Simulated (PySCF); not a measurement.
# CS: spin, charge, geometry and surroundings

Aim: change spin, charge, geometry, field or solvent of CS, one at a time, and compare with the base run.

Program: PySCF 2.14.0. Level of theory: method and basis as typed in the scripts. These are calculated values, not measurements.

3 further runs of the same task are left out: 3 that didn't finish.

## Step 1: The system as given

CS: 2 atoms, charge 0, spin multiplicity 1.

Bond lengths: C1–S2 1.526 Å.

## Step 2: The run that the others are compared with

Input file input.py:

```python
from pyscf import gto, scf, cc

mol = gto.M(
    atom='C 0 0 0; S 0 0 1.526',
    basis='6-31g*',
    charge=0,
    spin=0,
    symmetry=True,
    verbose=4,
)
mf = scf.RHF(mol)
mf.kernel()
mycc = cc.CCSD(mf, frozen=6)
mycc.kernel()
mycc.ccsd_t()
mf.dip_moment()
print('orbital energies (hartree):', mf.mo_energy[..., max(0, mol.nelec[1]-3):mol.nelec[0]+3].round(4))
```

On the command line:

```sh
$ OMP_NUM_THREADS=1 python input.py
```

Its log is not repeated here.

Base result: E(SCF) = -435.302725 Eh, 9 cycles, E(CCSD) − E(SCF) = -0.25234 Eh, (T) = -0.01406 Eh, μ = 1.31 D (of the SCF density).

The bond length is a typed value, not an optimised one.

## Step 3: Bond 2.289 Å

Run 1 changes bond length: 1.526 Å → 2.289 Å.

Input file input.py:

```python
from pyscf import gto, scf, cc

mol = gto.M(
    atom='C 0 0 0; S 0 0 2.289',
    basis='6-31g*',
    charge=0,
    spin=0,
    symmetry=True,
    verbose=4,
)
mf = scf.RHF(mol)
mf.kernel()
mycc = cc.CCSD(mf, frozen=6)
mycc.kernel()
mycc.ccsd_t()
mf.dip_moment()
print('orbital energies (hartree):', mf.mo_energy[..., max(0, mol.nelec[1]-3):mol.nelec[0]+3].round(4))
```

On the command line:

```sh
$ OMP_NUM_THREADS=1 python input.py
```

## Step 4: Electric field 0.005 a.u.

Run 2 changes electric field: none → 0.005 a.u.; point-group symmetry: on → off.

input.py: that of step 2 with these lines changed.

```diff
@@ -7,3 +7,2 @@
     spin=0,
-    symmetry=True,
     verbose=4,
@@ -11,2 +10,7 @@
 mf = scf.RHF(mol)
+field = 0.005  # electric field along z, atomic units
+h = mf.get_hcore() + field*mol.intor('int1e_r')[2]
+mf.get_hcore = lambda *args: h
+e_nuc = mol.energy_nuc() - field*mol.atom_charges() @ mol.atom_coords()[:, 2]
+mf.energy_nuc = lambda *args: e_nuc
 mf.kernel()
```

## Step 5: Electric field 0.001 a.u.

Run 3 changes electric field: none → 0.001 a.u.; point-group symmetry: on → off.

input.py: that of step 2 with these lines changed.

```diff
@@ -7,3 +7,2 @@
     spin=0,
-    symmetry=True,
     verbose=4,
@@ -11,2 +10,7 @@
 mf = scf.RHF(mol)
+field = 0.001  # electric field along z, atomic units
+h = mf.get_hcore() + field*mol.intor('int1e_r')[2]
+mf.get_hcore = lambda *args: h
+e_nuc = mol.energy_nuc() - field*mol.atom_charges() @ mol.atom_coords()[:, 2]
+mf.energy_nuc = lambda *args: e_nuc
 mf.kernel()
```

What does the calculation give? Wanted: for each run, E(SCF); from base; gap; SCF dipole; after the SCF.

The runs gave:

```
                      run  E(SCF) (hartree)  from base (eV)  cycles  gap (eV)  SCF dipole (D)                               after the SCF
                     base       -435.302725               0       9     14.59            1.31  CCSD(T) correlation -7.249 eV, core frozen
             bond 2.289 Å       -435.086497         +5.8839      13      9.38            2.44  CCSD(T) correlation -9.231 eV, core frozen
electric field 0.005 a.u.       -435.305705         -0.0811       9     14.54            1.72  CCSD(T) correlation -7.275 eV, core frozen
electric field 0.001 a.u.       -435.303256         -0.0145       9     14.58            1.39  CCSD(T) correlation -7.254 eV, core frozen
```

**Reading.** The largest comparable shift of the SCF energy, +5.884 eV, comes with the run “bond 2.289 Å”. With bond 2.289 Å the frontier gap moves by over 1.5 eV, which can mean another electronic state rather than the bond length alone.
